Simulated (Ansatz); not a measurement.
Reaction (SMILES): O (H2O) + H+ → [OH3+]
B3LYP-D3(BJ)/def2-TZVP geometries, fixed; electronic energies without zero-point terms; positive where energy is released.

Basis-set convergence of the proton affinity at CCSD(T) with Ansatz (an electronic-structure program). Cartesian d functions, on some or all atoms, in 6-31+G*; all else is spherical. Cores are frozen. No added dispersion term, no relativity. Functions are those of the species that has most. Reference: Hartree-Fock in aug-cc-pVQZ plus the correlation part extrapolated as X^-3 from aug-cc-pVTZ and aug-cc-pVQZ, 171.37 kcal/mol, itself unsure by roughly 0.10 kcal/mol (a third of the extrapolation step and of the last Hartree-Fock step). Deviations are taken from unrounded values.

```tsv
basis	functions	proton affinity (kcal/mol)	minus reference (kcal/mol)
STO-3G	8	237.69	66.32
6-31G	15	180.24	8.87
pcseg-0	15	180.98	9.61
def2-SV(P)	20	173.09	1.72
6-31+G*	25	169.11	-2.26
def2-SVP	29	181.12	9.75
pcseg-1	29	173.78	2.41
6-311G**	36	179.59	8.22
6-311+G**	40	173.94	2.57
aug-pcseg-1	50	168.90	-2.47
def2-TZVPD	67	170.82	-0.55
pcseg-2	72	172.92	1.55
jun-cc-pV(T+d)Z	81	171.72	0.34
6-311++G(3df,3pd)	93	171.83	0.46
aug-cc-pVTZ	115	171.39	0.02
aug-pcseg-2	115	171.73	0.36
def2-QZVPPD	165	171.83	0.46
aug-pcseg-3	232	172.03	0.66
```
